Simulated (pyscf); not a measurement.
`[GeH3][SeH]` + `[ClH]` -> `[Cl][GeH2][SeH]` + `[H][H]` (four-centre exchange; singlet surface; Ge–H, Cl–H broken, Cl–Ge, H–H formed). Optimised with ωB97X-D3(BJ)/def2-SVP in PySCF. Rate constants from transition-state theory, ωB97M-D3(BJ)/def2-TZVP energies (ideal gas, 1 atm, RRHO with modes under 100 cm⁻¹ raised to 100, one conformer, R ln 2 for rigid chiral ones; no tunnelling), k in cm³ molecule⁻¹ s⁻¹.

```tsv
T (K)	1000/T	log10 k
298	3.354	-41.12
600	1.667	-26.86
900	1.111	?
1200	0.833	-19.47
```

Question: Fit an Arrhenius line to the three values, give the activation energy, and predict k at 900 K.

Answer: Least squares gives log10 k = -12.43 − 8.57 × 1000/T, so Ea = 8.57 × ln 10 × 1.987 = 39.2 kcal/mol, against an electronic barrier of 37.6. At 900 K the line gives -21.95; the computed value is -22.00 (ΔG‡ = 67.4 kcal/mol), close to the line. One saddle was located; it need not be the lowest between these sides. Elements up to Kr have no core potential and no relativistic terms here.
